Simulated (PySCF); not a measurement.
**Broadened absorption spectrum of ClH3Si**

ClH3Si.
Structure used (GFN2-xTB), in Å, numbered top down from 1:
```
atom  x, y, z in Å
Si1   -0.1267    0.0052   -0.0112
Cl2    1.8787   -0.0685    0.1047
H3    -0.5619   -0.9656   -1.0090
H4    -0.5111    1.3567   -0.4031
H5    -0.6704   -0.3250    1.3014
```

Computed with PySCF 2.14.0, density-fitted response routines, TDDFT wB97X-D/def2-SVPD, vertical, gas phase, core orbitals frozen in the response.

Computed states:

```tsv
state	E (eV)	f
S1	7.75	0.0098
S2	7.75	0.0098
S3	8.79	0.021
S4	8.79	0.021
S5	8.88	0.0000
S6	9.21	0.018
S7	9.21	0.018
S8	9.37	0.037
```

Broadening: Gaussians 0.3 eV wide at half height, area fixed by f = 4.319×10⁻⁹ ∫ε dν̃. The width is an assumption, not a result. The curve ends short of the highest state used, and states not computed would add to its high-energy end.

**Question.** What does the envelope look like, and where are its maxima?

**Answer.** 
(E (eV), ε (L mol⁻¹ cm⁻¹)): (7.30, 4), (7.35, 13), (7.40, 42), (7.45, 115), (7.50, 266), (7.55, 528), (7.60, 899), (7.65, 1311), (7.70, 1640), (7.75, 1759), (7.80, 1617), (7.85, 1274), (7.90, 861), (7.96, 439), (8.01, 211), (8.06, 87), (8.11, 31), (8.16, 9), (8.21, 3), (8.26, 1), (8.31, 3), (8.36, 12), (8.41, 43), (8.46, 130), (8.51, 333), (8.56, 732), (8.61, 1379), (8.66, 2227), (8.72, 3231), (8.77, 3724)

Maxima: 160 nm (7.75 eV), ε about 1800, made up of S1 (50%) and S2 (50%) (ε in L mol⁻¹ cm⁻¹; maxima over ε = 5, shares over 10%). At its high-energy end, 8.77 eV, the curve is still rising (ε about 3700, from S3 and S4).

**Question.** What would ε be at 7.75 eV, the highest of these maxima, with half the width (0.15 eV)?

**Answer.** About 3520 L mol⁻¹ cm⁻¹ against 1760, a factor of about 2.00; a lone state at its own centre would give exactly 2.

**Question.** Coming from long wavelengths, where does ε first pass 100 L mol⁻¹ cm⁻¹?

**Answer.** At about 167 nm (7.44 eV), 0.30 eV below S1.

Time: 4.5 s wall. Hardware: one thread of an Arm Neoverse N1, no GPU (shared host).
